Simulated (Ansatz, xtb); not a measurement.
# Two isomers of C3H8O

Structure X is `CCCO`, a singlet and structure Y is `CCOC`, a singlet. Both are isolated molecules in the gas phase, relaxed with r2SCAN-D4/def2-SVP, each in the lowest conformer that the search found.

Problem. Estimate E(Y) − E(X) at the level CCSD(T)/def2-SVP + ΔMP2/def2-TZVPP.

Solution. Calculated at CCSD(T)/def2-SVP + ΔMP2/def2-TZVPP: E(Y) − E(X) = +8.6 kcal/mol, so structure X lies lower.

How the difference moves with the method:

```
                             level            geometry  E(Y) − E(X) (kcal/mol)  departure from the last row (kcal/mol)  job, with rough time for the two
                          GFN2-xTB            GFN2-xTB                      +2.5                                    −6.1             optimisation, 0.084 s
                         HF/STO-3G            GFN2-xTB                      −2.9                                   −11.5               single point, 0.2 s
      r2SCAN-D4/def2-SVP//GFN2-xTB            GFN2-xTB                      +7.1                                    −1.5               single point, 3.3 s
                r2SCAN-D4/def2-SVP  r2SCAN-D4/def2-SVP                      +7.3                                    −1.3                optimisation, 12 s
                       HF/def2-SVP  r2SCAN-D4/def2-SVP                      +6.1                                    −2.5           part of the CCSD(T) run
                      MP2/def2-SVP  r2SCAN-D4/def2-SVP                      +9.1                                    +0.6           part of the CCSD(T) run
                  CCSD(T)/def2-SVP  r2SCAN-D4/def2-SVP                      +8.0                                    −0.5                      single point
CCSD(T)/def2-SVP + ΔMP2/def2-TZVPP  r2SCAN-D4/def2-SVP                      +8.6                                                        single point, 11 s
```

As drawn, Y has 1 C–O, 1 C–H in place of 1 C–C, 1 O–H.

HF/STO-3G puts the two in the other order. The largest departure from CCSD(T)/def2-SVP + ΔMP2/def2-TZVPP is that of HF/STO-3G, 11.5 kcal/mol. The last row adds to CCSD(T) the change of the MP2 difference between the two basis sets, here +0.5 kcal/mol.

With harmonic frequencies from r2SCAN-D4/def2-SVP (ideal gas, rigid rotor, one conformer each, 298.15 K, 1 atm): the zero-point term adds −0.5 kcal/mol; ΔH is +8.2 and ΔG +8.0 kcal/mol.

Tabulated enthalpies of formation at 298 K are −255.1 kJ/mol for X (CRC Handbook of Chemistry and Physics) and −216.4 kJ/mol for Y (CRC Handbook of Chemistry and Physics), a difference of +9.2 kcal/mol. Calculated less tabulated ΔH, with the same thermal term: GFN2-xTB −7.2, HF/STO-3G −12.5, r2SCAN-D4/def2-SVP//GFN2-xTB −2.6, r2SCAN-D4/def2-SVP −2.4, HF/def2-SVP −3.5, MP2/def2-SVP −0.5, CCSD(T)/def2-SVP −1.6, CCSD(T)/def2-SVP + ΔMP2/def2-TZVPP −1.1 kcal/mol. Handbook values carry no stated uncertainty.

The correlated steps freeze 4 core orbitals. Mirror images aren't counted in ΔG. Run with Ansatz 0.2.0, xtb 6.7.1; the last row on 4 threads of Arm Neoverse V1 on a shared host.
